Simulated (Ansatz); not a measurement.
The input, for Ansatz 0.2.0:

```yaml
crystal:
  periodic: [false, false, false]
  atoms:
    - {symbol: Zn, position_ang: [0.000000, 0.000000, 0.000000]}
    - {symbol: Si, position_ang: [0.000000, 0.000000, 2.393200]}
basis:
  gaussian: {orbitals: def2-mTZVP}
magnetization: {spin_polarized: false}
hamiltonian: {pseudopotentials: {relativity: none}}
correlation: {method: mp2, electrons: all}
output: {forces: true}
```

```sh
$ ansatz run in.yaml --threads 1 --pin off --events-out ev --progress --plain --max-ram 2393MiB
```

Output:

```
544 factors; integrals over basis functions are off by at most 4.9e-4 eV
mean field evaluation 1: about -56234.6871 eV, gradient 7.1e0 eV
mean field evaluation 2: about -56234.7474 eV, gradient 7.2e0 eV
mean field evaluation 4: about -56234.9871 eV, gradient 1.5e0 eV
mean field evaluation 8: about -56234.9930 eV, gradient 1.9e-4 eV
mean field evaluation 16: about -56211.4320 eV, gradient 3.1e1 eV
mean field evaluation 32: about -56231.7552 eV, gradient 1.4e1 eV
mean field evaluation 64: about -56234.8892 eV, gradient 2.6e0 eV
mean field evaluation 96: about -56234.9929 eV, gradient 1.5e-1 eV
mean field -56234.99302009 eV, -2066.5978760411 hartree, gradient 1.9e-6 eV, S^2 0.000000; 6 other end points of the search recorded, 0 dependent functions left out; unrestricted orbitals would lower it
mean field evaluation 128: about -56236.0340 eV, gradient 3.2e-2 eV
unrestricted determinant -56236.13760915 eV, -2066.6399389130 hartree, S^2 1.3979
reference -56234.99302009 eV, -2066.5978760411 hartree; 22, 22 occupied and 33, 33 virtual orbitals, 544 factors
second order -16.46740982 eV of doubles, -0.00000000 eV of singles
the calculation of the forces begins
Total energy: -56251.46042992 eV, -2067.2030421901 hartree
Atom 0 at     0.000000     0.000000     0.000000 Å, force     0.000000     0.000000     0.081176 eV/Å
Atom 1 at     0.000000     0.000000     2.393200 Å, force    -0.000000     0.000000    -0.081176 eV/Å
Dipole moment:     0.000000     0.000000    -0.632734 e Å
```

Forces (eV/Å):
```
Zn   0.000  0.000  0.081
Si   0.000  0.000 -0.081
```

Ran on 1 thread of Intel Xeon 6975P-C, shared host: 2.1 s wall, 0.13 GiB peak host memory.
